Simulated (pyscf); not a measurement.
`[F][BH][SiH3]` + `[H][H]` -> `[BH2][F]` + `[SiH4]`, a four-centre exchange (singlet surface; B–Si, H–H broken, B–H, H–Si formed). PySCF, gas phase, ωB97X-D3(BJ)/def2-SVP geometries. Energies in eV from the separated reactants.

Small-basis levels: PySCF, no dispersion term, spherical d functions. 

**Question.** Quick BP86/6-31G* single points give ΔE‡ = 0.53 eV and ΔE = -0.43 eV. What does ωB97M-D3(BJ)/def2-TZVP give, and how far is the quick result from it?

**Answer.** ωB97M-D3(BJ)/def2-TZVP gives ΔE‡ = 0.54 eV and ΔE = -0.54 eV. BP86/6-31G* lies 0.01 eV under it in the barrier and 0.11 eV over it in the reaction energy, so on this step it holds to within 0.13 eV. ωB97M-D3(BJ)/def2-TZVP has limits of its own. At the saddle there is also a short B–H contact that neither side keeps. One saddle was located; it need not be the lowest between these sides.
